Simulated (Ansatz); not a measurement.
Task: vertical and adiabatic energies of changing the electron count of BH2, SMILES [BH2], with Ansatz 0.2.0 through its Python package. Give the script and its output. Use (for the species named): PBE0, def2-SVP basis, multiplicity 2, D4 dispersion.

```xyz
3

B     0.2628   -0.1662    0.1286
H     0.2800    0.9853    0.2610
H    -0.5429   -0.8191   -0.3896
```

Script `bh2_adiabatic.py`:
```python
"""Vertical and adiabatic ionisation of BH2."""

import itertools

import ansatz as az
from ase.data import atomic_numbers, covalent_radii
import numpy as np

geometry = (
    az.Crystal.molecule()
    .atom("B", (0.26284, -0.16623, 0.12864))
    .atom("H", (0.28002, 0.98532, 0.26098))
    .atom("H", (-0.54286, -0.81909, -0.38963))
)

model = (
    geometry.calculation()
    .basis(gaussian="def2-SVP")
    .functional("pbe0", dispersion="d4")
    .spin("collinear", total=1)
)
symbols = [site.symbol for site in geometry.cartesian_sites]
start = np.array([site.position_ang for site in geometry.cartesian_sites], dtype=float)
r = model.relax(force_tolerance=0.01).run(threads=1).report
end = np.array(r["positions_ang"])

minimum = az.Crystal.molecule()
for symbol, place in zip(symbols, end):
    minimum = minimum.atom(symbol, place.tolist())
ion = (
    minimum.calculation()
    .basis(gaussian="def2-SVP")
    .functional("pbe0", dispersion="d4")
    .charge(1)
)
vertical = ion.run(threads=1).report
settled = ion.relax(force_tolerance=0.01, max_steps=80).run(threads=1).report
print(f"vertical ionisation energy   {vertical['free_energy_ev'] - r['free_energy_ev']:.3f} eV")
print(f"adiabatic, no zero point     {settled['free_energy_ev'] - r['free_energy_ev']:.3f} eV")
print(f"relaxation energy of the ion {vertical['free_energy_ev'] - settled['free_energy_ev']:.3f} eV")
ionised = np.array(settled["positions_ang"])
# pairs closer than 1.2 times the sum of covalent radii, before or after
radius = [covalent_radii[atomic_numbers[s]] for s in symbols]
span = lambda where, i, j: np.linalg.norm(where[i] - where[j])
bonded = [(i, j) for i, j in itertools.combinations(range(len(symbols)), 2) if min(span(end, i, j), span(ionised, i, j)) < 1.2 * (radius[i] + radius[j])]
print("pair        before    after (A)")
for i, j in bonded:
    print(f"{symbols[i]}{i}-{symbols[j]}{j}".ljust(10), f"{span(end, i, j):8.4f} {span(ionised, i, j):8.4f}")
for first, second in list(itertools.combinations(bonded, 2)):
    shared = set(first) & set(second)
    if shared and symbols[(j := shared.pop())] != "H":
        i, k = sorted((set(first) | set(second)) - {j})
        u, v = ionised[i] - ionised[j], ionised[k] - ionised[j]
        angle = np.degrees(np.arccos(np.clip(u @ v / np.linalg.norm(u) / np.linalg.norm(v), -1, 1)))
        print(f"final angle {symbols[i]}{i}-{symbols[j]}{j}-{symbols[k]}{k}: {angle:.2f} deg")
```

```console
$ python bh2_adiabatic.py
vertical ionisation energy   9.257 eV
adiabatic, no zero point     8.399 eV
relaxation energy of the ion 0.857 eV
pair        before    after (A)
B0-H1        1.2049   1.1958
B0-H2        1.2049   1.1958
final angle H1-B0-H2: 179.98 deg
```

The settings weren't tested for convergence. The energies are electronic: no zero-point or thermal terms, and the basis set is short of its limit. The product may relax into another structure. Each relaxation finds its nearest minimum, which needn't be the lowest. The run takes the species as open-shell (spin multiplicity 2), which needn't be its ground state. Only the spin states typed were run; another state of an ion can lie lower, by up to an eV or two. Hardware and time: 3.7 s on 1 thread of Arm Neoverse V1, with other jobs on the host, peak memory 0.16 GiB.
